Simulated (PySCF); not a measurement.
NMR data simulated for an unnamed compound:

1H NMR (300 MHz, computed): δ 5.37 (br, 1H), 4.91 (br, 1H).

13C{1H} NMR (computed): δ 147.1 (C), 115.7 (C).

- B3LYP/pcJ-1 coupling constants
- PBE0/pcSseg-1 with gauge-including orbitals
- coordinates at the GFN2-xTB level
- code: PySCF 2.14
- relativity neglected, a single conformation, in vacuum

References, each an isolated molecule treated in the same way: TMS for 1H, 13C.

Task: Which of these does the molecule contain: a three-membered ring, an amide, a nitrile, a vinyl group CH=CH2, an aldehyde, an NH or NH2 group?

Result: 
- A three-membered ring: no.
- An amide: yes (δC 147.1).
- A nitrile: yes (δC 115.7).
- A vinyl group CH=CH2: no.
- An aldehyde: no.
- An NH or NH2 group: yes (δH 4.91 (br), 5.37 (br)).

The data belong to SMILES N#CC(N)=O, C₂H₂N₂O; they needn't prove each group on their own.

Carbon signals by region: 2 in the sp2 and nitrile region (100–160 ppm).

Exchangeable OH/NH protons stand at their gas-phase positions; hydrogen bonding in a real sample shifts them, mostly to higher δ. Rotation about the amide-type C–N bond is slow at room temperature, so the two groups on nitrogen are listed apart. Shifts are as computed. Against solution values, carbons near 30 ppm lie about +3 ppm off and those near 130 ppm about +5 ppm. Of 1211 compounds with measured shifts, 218 miss one by over three times the rms of a fit or turn the order of signals round; such compounds aren't used in these exercises. The C=O carbon of an acid or of an amide with N–H lies up to 10 ppm further downfield in solution, through hydrogen bonding that the calculation lacks.
